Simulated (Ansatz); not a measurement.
`SC1NCO1` → `N=C(O)CS`  (isomerisation)

Isolated molecules relaxed with PBE0-D4/def2-TZVP in Ansatz; ΔE leaves out vibrations. CBS: MP2 limit from def2 TZ/QZ plus the TZ coupled-cluster correction, frozen cores. DFT in def2-TZVPP. B3LYP here is the variant with VWN-RPA as its local correlation; programs differ in this. Each species was taken in one conformer, which may not be the lowest.

`SC1NCO1`:

Cartesian coordinates in Å:
```
S -1.813 0.974 0.088
C -0.098 0.584 -0.399
N 0.744 0.251 0.735
C 0.751 -1.115 0.216
O 0.105 -0.691 -0.983
H -2.157 1.591 -1.052
H 0.259 1.389 -1.046
H 0.312 0.379 1.641
H 1.746 -1.522 0.017
H 0.151 -1.839 0.784
```

`N=C(O)CS`:

Z-matrix (Å, degrees):
```
C
S 1 1.798
C 1 1.506 2 115.4
H 1 1.091 2 110.9 3 125.0
H 1 1.093 2 106.1 3 -120.1
H 2 1.342 1 96.8 3 -73.2
O 3 1.346 1 109.7 2 174.0
N 3 1.258 1 129.4 2 -6.4
H 7 0.967 3 106.2 1 178.8
H 8 1.018 3 110.2 1 -0.2
```

```tsv
level	ΔE (kcal/mol)	difference from CCSD(T)/CBS
PBE-D4	-33.8	1.4
r2SCAN-D4	-35.6	-0.4
PBE0-D4	-33.1	2.1
B3LYP-D4	-36.2	-1.0
ωB97X-V	-32.4	2.8
ωB97M-V	-34.5	0.7
B2PLYP	-36.3	-1.1
PBE	-33.9	1.3
r2SCAN	-35.5	-0.3
PBE0	-33.1	2.1
B3LYP	-36.3	-1.1
HF/def2-TZVPP	-36.0	-0.8
MP2/def2-TZVPP	-35.7	-0.5
SCS-MP2/def2-TZVPP	-34.7	0.5
CCSD/def2-TZVPP	-34.5	0.7
CCSD(T)/def2-TZVPP	-34.9	0.3
HF/def2-QZVPP	-36.0	-0.8
MP2/def2-QZVPP	-35.8	-0.6
SCS-MP2/def2-QZVPP	-34.9	0.3
HF/CBS(def2)	-35.9	-0.7
MP2/CBS(def2)	-36.0	-0.8
CCSD/CBS(def2)	-34.9	0.3
CCSD(T)/CBS	-35.2	0
```

Largest T1 diagnostic among the species: 0.013.
